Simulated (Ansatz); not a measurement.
Born–Oppenheimer molecular dynamics of C4H6F2 (12 atoms, charge 0, multiplicity 1). It goes on from the last frame of an earlier run, with new velocities.

Method: RKS BLYP-D4/STO-3G (Ansatz).

| Property | Result |
| --- | --- |
| ensemble | NVT, Langevin thermostat |
| time step | 1 fs |
| steps asked | 266 |
| set temperature | 300 K |
| friction | 1 /fs |
| seed | 305943 |

First frame:

```xyz
12
Properties=species:S:1:pos:R:3
F -1.251 1.456 0.791
C -1.003 0.096 1.093
C -0.057 -0.605 -0.003
F -0.580 -1.846 -0.498
C 0.590 0.454 -0.942
C 1.493 -0.276 0.068
H -1.993 -0.502 1.076
H -0.516 -0.004 2.101
H 0.711 0.241 -2.037
H 0.245 1.439 -0.650
H 1.843 0.264 0.972
H 2.213 -0.983 -0.353
```

Question: How far do the bonds stretch over the last three quarters of this one trajectory? (Pairs bonded in most of those frames.)

Answer: 
```json
{"bond": "F1–C2", "mean (Å)": "1.439", "spread (Å)": "0.021", "shortest": "1.39", "longest": "1.49"}
{"bond": "C2–C3", "mean (Å)": "1.620", "spread (Å)": "0.033", "shortest": "1.53", "longest": "1.68"}
{"bond": "C2–H7", "mean (Å)": "1.122", "spread (Å)": "0.023", "shortest": "1.07", "longest": "1.19"}
{"bond": "C2–H8", "mean (Å)": "1.137", "spread (Å)": "0.030", "shortest": "1.06", "longest": "1.21"}
{"bond": "C3–F4", "mean (Å)": "1.408", "spread (Å)": "0.018", "shortest": "1.38", "longest": "1.46"}
{"bond": "C3–C5", "mean (Å)": "1.555", "spread (Å)": "0.028", "shortest": "1.50", "longest": "1.62"}
{"bond": "C3–C6", "mean (Å)": "1.573", "spread (Å)": "0.021", "shortest": "1.53", "longest": "1.62"}
{"bond": "C5–C6", "mean (Å)": "1.582", "spread (Å)": "0.033", "shortest": "1.52", "longest": "1.66"}
{"bond": "C5–H9", "mean (Å)": "1.106", "spread (Å)": "0.029", "shortest": "1.03", "longest": "1.18"}
{"bond": "C5–H10", "mean (Å)": "1.106", "spread (Å)": "0.026", "shortest": "1.05", "longest": "1.17"}
{"bond": "C6–H11", "mean (Å)": "1.109", "spread (Å)": "0.032", "shortest": "1.04", "longest": "1.22"}
{"bond": "C6–H12", "mean (Å)": "1.115", "spread (Å)": "0.027", "shortest": "1.05", "longest": "1.18"}
```

Mean temperature of the second half: 294 K. A run of 0.27 ps of so small a system gives no equilibrium averages. The friction is so strong that the motion is overdamped, so the time scale means little. Limits of this set-up: minimal basis.

Time of the run: 13 min on 1 thread of Arm Neoverse N1 (shared host), peak memory 0.083 GiB.
